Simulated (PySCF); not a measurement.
## How the method changes the constants of C₂

State: ³Πu (triplet), unpaired electrons σ ↑, π ↑. Set-up: PySCF, no relativity, basis sets C aug-pcseg-1. De refers to C + C in their high-spin ground configurations, without counterpoise correction. The functionals are run spin-unrestricted.

```json
{"Level": "UHF", "Re (Å)": "1.290", "ωe (cm⁻¹)": "1807", "De (eV)": "3.01"}
{"Level": "UHF-MP2", "Re (Å)": "1.323", "ωe (cm⁻¹)": "1664", "De (eV)": "6.00"}
{"Level": "UHF-SCS-MP2", "Re (Å)": "1.320", "ωe (cm⁻¹)": "1687", "De (eV)": "5.76"}
{"Level": "UHF-CCSD", "Re (Å)": "1.319", "ωe (cm⁻¹)": "1678", "De (eV)": "5.39"}
{"Level": "UHF-CCSD(T)", "Re (Å)": "1.327", "ωe (cm⁻¹)": "1637", "De (eV)": "5.70"}
{"Level": "PBE", "Re (Å)": "1.319", "ωe (cm⁻¹)": "1653", "De (eV)": "6.80"}
{"Level": "PBEsol", "Re (Å)": "1.318", "ωe (cm⁻¹)": "1663", "De (eV)": "7.09"}
{"Level": "r²SCAN", "Re (Å)": "1.311", "ωe (cm⁻¹)": "1696", "De (eV)": "6.21"}
{"Level": "M06-L", "Re (Å)": "1.309", "ωe (cm⁻¹)": "1696", "De (eV)": "6.44"}
{"Level": "PBE0", "Re (Å)": "1.306", "ωe (cm⁻¹)": "1721", "De (eV)": "6.19"}
{"Level": "r²SCAN0", "Re (Å)": "1.302", "ωe (cm⁻¹)": "1744", "De (eV)": "5.73"}
{"Level": "CAM-B3LYP", "Re (Å)": "1.302", "ωe (cm⁻¹)": "1735", "De (eV)": "5.88"}
```

(1) Which functional lies closest to UHF-CCSD(T) in De, which farthest, and by how much do they differ from it?

(2) What does second-order correlation do here, going from UHF to UHF-MP2?

(3) What does the triples do here, going from UHF-CCSD to UHF-CCSD(T)?

Correlated steps freeze 2 core orbitals. Correlated levels converge slowly with the basis: in double zeta they bind strong bonds too weakly, by up to about 1 eV, and carry superposition errors of some tenths. The state was picked by a PBE0 search and need not be the measured ground state.

Answers

(1) Closest is r²SCAN0 (-2.5 pm in Re, +6.5 % in ωe, +0.03 eV in De against UHF-CCSD(T) in the same basis), farthest PBEsol (-0.9 pm in Re, +1.6 % in ωe, +1.39 eV in De). CCSD(T) converges more slowly with the basis than the functionals do and binds too weakly in this one, so the order can change at the basis-set limit.

(2) UHF-MP2 less UHF: +3.3 pm in Re, -7.9 % in ωe, +2.99 eV in De. Correlation nearly always deepens the well. The bond lengthens, as in strong covalent bonds, where excitations into antibonding orbitals dominate.

(3) UHF-CCSD(T) less UHF-CCSD: +0.8 pm in Re, -2.4 % in ωe, +0.31 eV in De. Correlation nearly always deepens the well. The bond lengthens, as in strong covalent bonds, where excitations into antibonding orbitals dominate.
